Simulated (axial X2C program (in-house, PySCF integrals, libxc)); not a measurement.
Potential curves of SiF⁻, spin-free

Calculated with an in-house all-electron X2C program for linear molecules (integrals from PySCF). Spin-free means the one-electron spin-free X2C Hamiltonian. Basis: Si dyall-av3z [9s8p3d2f], F dyall-av3z [7s6p3d2f] (cores contracted in-house); Gaussian nuclei, density fitting, unrestricted open shells. Masses: Si 27.977 u, F 18.998 u.

State: M_S = 1, Λ = 0 (beyond evenly filled blocks: π+α, π-α). Energies in cm⁻¹ from the fragments at the same level (Si + F-). Fits are polynomials in 1 − R0/R over 0.85 to 1.23 times the lowest point R0.

```tsv
R (Å)	HF
1.4816	-23207
1.5497	-26132
1.6008	-27251
1.6519	-27703
1.7030	-27662
1.7626	-27166
1.8222	-26336
1.8988	-24963
1.9925	-23038
2.1288	-20125
```

Occupations by symmetry block were frozen at the best pattern of an incomplete PBE0 search. Dissociation energies refer to the lowest single-determinant-based atoms at the same level and basis. PBE0 can misorder states that lie within some tenths of an eV, so this need not be the ground state of the molecule. The nearest other spin-free determinant of the search, M_S = 0, Λ = 2, lies 0.69 eV up at the distance of the search. Hartree–Fock gets electron affinities wrong, so its lowest charge split need not be the true one.

(1) What are Re, ωe and De at the HF level?

## Answers

(1) At HF, spin-free: Re = 1.672 Å, ωe ≈ 704 cm⁻¹, De = 3.44 eV to Si + F-; Be follows as 0.533 cm⁻¹.
